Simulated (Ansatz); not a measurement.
Geometry optimisation, RKS BLYP-D4/def2-SVP (Ansatz 0.2.0).

The input (input.yaml):

```yaml
crystal:
  periodic: [false, false, false]
  atoms:
    - { symbol: C, position_ang: [-1.6805, 0.1602, 0.1143] }
    - { symbol: O, position_ang: [-0.8222, -0.8886, 0.0487] }
    - { symbol: C, position_ang: [0.4016, -0.5408, -0.5638] }
    - { symbol: C, position_ang: [1.4454, 0.1267, 0.4516] }
    - { symbol: Cl, position_ang: [2.9535, 0.4535, -0.2993] }
    - { symbol: H, position_ang: [-1.9446, 0.5897, -0.9062] }
    - { symbol: H, position_ang: [-1.3093, 1.0159, 0.7284] }
    - { symbol: H, position_ang: [-2.6236, -0.1332, 0.5414] }
    - { symbol: H, position_ang: [0.278, 0.1066, -1.3897] }
    - { symbol: H, position_ang: [0.8811, -1.4793, -0.877] }
    - { symbol: H, position_ang: [1.5173, -0.5337, 1.3432] }
    - { symbol: H, position_ang: [0.9805, 1.0677, 0.8423] }
basis:
  gaussian: { orbitals: def2-SVP }
hamiltonian:
  xc: blyp
  dispersion: d4
relax:
  f_tol: 0.02
  max_steps: 50
```

Command:

```bash
$ ansatz run input.yaml --threads 2 --pin off --max-ram 3072MiB --backend cpu --events-out ev --progress --plain --runs-dir out
```

Task: Where does it end, and by what steps?

Result: The forces met the threshold. After 4 steps the energy has fallen by 0.347 eV; H7 moved furthest, 0.08 Å.

```csv
step,energy less start (eV),largest force component (eV/Å),accepted
0,0.0000,3.203,yes
1,-0.2449,1.802,yes
2,-0.3400,0.326,yes
3,-0.3466,0.053,yes
4,-0.3472,0.018,yes
```

```xyz
12
Properties=species:S:1:pos:R:3
C -1.732 0.205 0.113
O -0.808 -0.873 0.058
C 0.442 -0.554 -0.540
C 1.393 0.112 0.468
Cl 3.009 0.448 -0.311
H -1.958 0.610 -0.903
H -1.381 1.054 0.747
H -2.668 -0.188 0.554
H 0.319 0.107 -1.431
H 0.890 -1.507 -0.888
H 1.567 -0.551 1.335
H 1.004 1.082 0.831
```

Whether the end is a true minimum wasn't checked by a vibrational analysis.

The run took 13 s on 2 threads of Arm Neoverse V1, with other jobs on the host, peak memory 0.14 GiB.
